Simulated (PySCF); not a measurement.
# C2H4: the cost of one run

The runs use PySCF 2.14.0; levels as typed in each script, gas phase, geometry from GFN2-xTB.

### 1 The system as given

SMILES `C=C`, 6 atoms, charge 0, spin multiplicity 1.

Bond lengths: C1–C2 1.316 Å, C1–H3 1.078 Å, C1–H4 1.078 Å, C2–H5 1.078 Å, C2–H6 1.078 Å. Angles: C2–C1–H3 122.0°, C2–C1–H4 122.0°, H3–C1–H4 116.0°, C1–C2–H5 122.0°, C1–C2–H6 122.0°, H5–C2–H6 116.0°.

As a file:

```tsv
atom	x (Å)	y (Å)	z (Å)
C1	-0.65817	0.00000	0.00000
C2	0.65817	0.00000	0.00000
H3	-1.22935	-0.91399	0.00000
H4	-1.22935	0.91401	0.00000
H5	1.22935	0.91401	0.00000
H6	1.22935	-0.91399	0.00000
```

### 2 Density, bond paths and surface potential (CAM-B3LYP/def2-svp)

input.py

```python
import numpy as np
from pyscf import gto, scf, dft
from pyscf.scf import atom_ks, atom_hf
from scipy.linalg import block_diag

def solve(mol, dm0=None, hcore=None):
    mf = (dft.UKS if mol.spin else dft.RKS)(mol, xc='camb3lyp')
    mf.grids.level = 3
    mf = mf.density_fit(auxbasis='def2-universal-jkfit')
    mf.conv_tol, mf.max_cycle = 1e-8, 80
    if hcore is not None:
        mf.get_hcore = lambda *args: hcore
    mf.kernel(dm0)
    if not mf.converged:
        mf = mf.newton().run(mf.mo_coeff, mf.mo_occ, max_cycle=30)
    assert mf.converged, 'SCF not converged'
    return mf

mol = gto.M(atom='''
C     -0.65817     0.00000     0.00000
C      0.65817     0.00000     0.00000
H     -1.22935    -0.91399     0.00000
H     -1.22935     0.91401     0.00000
H      1.22935     0.91401     0.00000
H      1.22935    -0.91399     0.00000
''', basis='def2-svp', charge=0, spin=0, verbose=4)
mf = solve(mol)
mf.analyze()
# spherically averaged free atoms, for the promolecule
atm = atom_ks.get_atm_nrks(mol, xc='camb3lyp')
pro = block_diag(*[(atm[a[0]][2] * atm[a[0]][3]) @ atm[a[0]][2].T for a in mol._atom])
np.savez('result.npz', e=mf.e_tot, c=mf.mo_coeff, occ=mf.mo_occ, eps=mf.mo_energy, pro=pro, dip=mf.dip_moment(verbose=0), s2=mf.spin_square()[0])
```

The run is started by

```bash
> OMP_NUM_THREADS=1 python input.py
```

Q: Estimate wall time and peak memory on 1 thread of Intel Xeon Platinum 8488C (Sapphire Rapids), shared host.

About 2.5 s, with a peak of 0.24 GiB.
